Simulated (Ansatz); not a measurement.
**BSiH2 (quartet): wB97M-V, B2PLYP, RPA-PBE over a scan of the distance Si1–B2, cc-pVTZ**

One table from this session's results is given with a row withheld; the runs are named, their logs left out.

Program: Ansatz 0.2.0, Gaussian basis. Level of theory: cc-pVTZ, all electrons in the functionals, frozen cores in the correlation of double hybrids and RPA. These are calculated values, not measurements.

Plan: wB97M-V, B2PLYP, RPA-PBE, at 1.745 Å; 1.915 Å; 2.095 Å; 2.698 Å; 3.536 Å; 5.088 Å.

2 further runs of the same task are left out: 2 that didn't finish. Runs told in other sessions of the task aren't counted.

### The geometry

The geometry derives from a PBE0/def2-TZVP stationary point (not a proven minimum). One bond is set to the value named and the two fragments are kept rigid.

4 atoms, charge 0, spin multiplicity 4.

Atoms are counted from 1 here; the program's logs count them from 0.

Bond lengths: Si1–B2 2.095 Å, Si1–H3 1.512 Å, B2–H4 1.193 Å. Angles: B2–Si1–H3 126.7°, Si1–B2–H4 134.2°.

As a file:

```
Si    0.00000   -0.04670    0.60375
B     0.00000   -0.06141   -1.49120
H     0.00000    1.17144    1.49930
H     0.00000    0.78837   -2.32800
```

No dispersion term is added; wB97M-V holds VV10 nonlocal correlation.

The geometry shown and the zero of energy belong to the point 2.095 Å. The yardstick, UCCSDT(Q), and other wave-function levels (R restricted, U unrestricted, valence and pair active spaces) come from earlier runs.

The first run:

Input file in.yaml:

```yaml
crystal:
  periodic: [false, false, false]
  atoms:
    - {symbol: Si, position_ang: [0.000000, -0.047405, 0.502643]}
    - {symbol: B, position_ang: [0.000000, -0.059663, -1.242314]}
    - {symbol: H, position_ang: [0.000000, 1.170727, 1.398197]}
    - {symbol: H, position_ang: [0.000000, 0.790116, -2.079116]}
basis:
  gaussian: {orbitals: cc-pVTZ}
magnetization: {spin_polarized: true, initial_magnetization: 3}
hamiltonian: {xc: {name: wB97M-V}}
output: {orbitals: {seedname: orbitals}}
```

Command:

```
$ ansatz run in.yaml --threads 2 --pin off --events-out ev --progress --plain --max-ram 24576MiB --backend cuda --devices 0, --max-vram 18GiB
```

Among the steps run: wB97M-V, 1.745 Å; wB97M-V, 1.915 Å; wB97M-V, 2.095 Å; wB97M-V, 2.698 Å; wB97M-V, 3.536 Å; wB97M-V, 5.088 Å; B2PLYP, 1.745 Å; B2PLYP, 1.915 Å; B2PLYP, 2.095 Å; B2PLYP, 2.698 Å; B2PLYP, 3.536 Å; B2PLYP, 5.088 Å; RPA-PBE, 1.745 Å; RPA-PBE, 1.915 Å; RPA-PBE, 2.095 Å; RPA-PBE, 2.698 Å; RPA-PBE, 3.536 Å; RPA-PBE, 5.088 Å.

One of the session's tables, all rows but one given; the rest of the session is left out.

It belongs to the step «The comparison». 

```
    level  1.745 Å  5.088 Å
UCCSDT(Q)    0.207    3.253
  wB97M-V        ?        ?
   B2PLYP    0.143    3.268
  RPA-PBE    0.253    3.089
```

Estimate the missing values for wB97M-V.

The run gave: 1.745 Å: 0.085; 5.088 Å: 3.299. In the column «1.745 Å» it is the lowest.
